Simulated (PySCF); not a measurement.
# NMR data sheet: hydroxy acetaldehyde

```
Formula                               : C2H4O2
SMILES                                : O=CCO
InChI                                 : InChI=1S/C2H4O2/c3-1-2-4/h1,4H,2H2
Point group of the computed structure : Cs
Degrees of unsaturation               : 1
Carbon signals                        : 2
Proton signals                        : 3
```

Structure with atom numbers: `[O:1]=[CH:2][CH2:3][OH:4]`; H(Xn) means a hydrogen on atom n.

PySCF calculation with J: B3LYP/pcJ-1, structure optimised with PBE0-D3(BJ)/def2-SVP and KT2/pcSseg-2 with gauge-including orbitals; one computed conformer, gas phase, non-relativistic, equivalent nuclei averaged.

Shifts are taken against calculated references (same method and geometry level): $^{1}$H (σref 31.18) and $^{13}$C (σref 182.28) vs TMS; $^{17}$O (σref 324.36) vs H2O.

```tsv
carbon	δC, type	δH (multiplicity, J in Hz)	HMBC from (abs. J ≥ 3 Hz)	span of the C tensor (ppm)
C2	200.0, CH	10.04 (s)	H(C3)	205
C3	75.6, CH2	4.50 (s)	H(C2)	85
```

Other nuclei:
| atoms | nucleus | environment | δ (ppm) | σ (ppm) |
| --- | --- | --- | --- | --- |
| H(O4) | $^{1}$H | hydrogen on an alcohol oxygen | 3.19 | 27.99 |
| O1 | $^{17}$O | aldehyde oxygen | 571.9 | -247.5 |
| O4 | $^{17}$O | alcohol oxygen | 4.1 | 320.2 |

Selected couplings (Hz, signed; the shortest-range and largest first, 30 at most; isotopes $^{13}$C, $^{1}$H): $^{1}J$(C2,H(C2)) 181.7, $^{1}J$(C3,H(C3)) 147.9, $^{1}J$(C2,C3) 37.3.

- Carbon types of the structure: 1 × CH, 1 × CH2, leaving 1 H on heteroatoms.
- δC 200.0: aldehyde carbonyl carbon; low-lying n→π* states of the double bond to the heteroatom give a large paramagnetic term (-268 ppm).
- δC 75.6: sp3 CH2 bonded to O, α to a carbonyl; the inductive effect lowers its shielding.
- δH 10.04: hydrogen on an aldehyde carbonyl carbon; the C=O anisotropy and electron withdrawal place aldehyde protons far downfield.
- δH 4.50: hydrogen on an sp3 CH2 bonded to O, α to a carbonyl; its carbon carries O, hence the downfield position.
- δH 3.19: hydrogen on an alcohol oxygen; exchangeable, gas-phase position.

The OH or NH signal is concentration- and solvent-dependent in practice; the value given is the gas-phase one. Unscaled 3J(H,H) at this level run about 10 % above measured values. Shifts are as computed. Against solution values, carbons near 30 ppm lie about +3 ppm off and those near 130 ppm about -1 ppm. Of 1211 compounds with measured shifts, 218 miss one by over three times the rms of a fit or turn the order of signals round; such compounds aren't used in these exercises. Couplings across =CH–CH2 type bonds come from one rotamer and its mirror image, and can be 1–2 Hz further off. Couplings to exchangeable protons are dropped. Unscaled 17O shifts of doubly bonded oxygen tend to come out too high, by tens of ppm or more. Experimental scales use liquid or dissolved standards, which lie at an offset from isolated H2O (liquid H2O: subtract about 36 ppm).
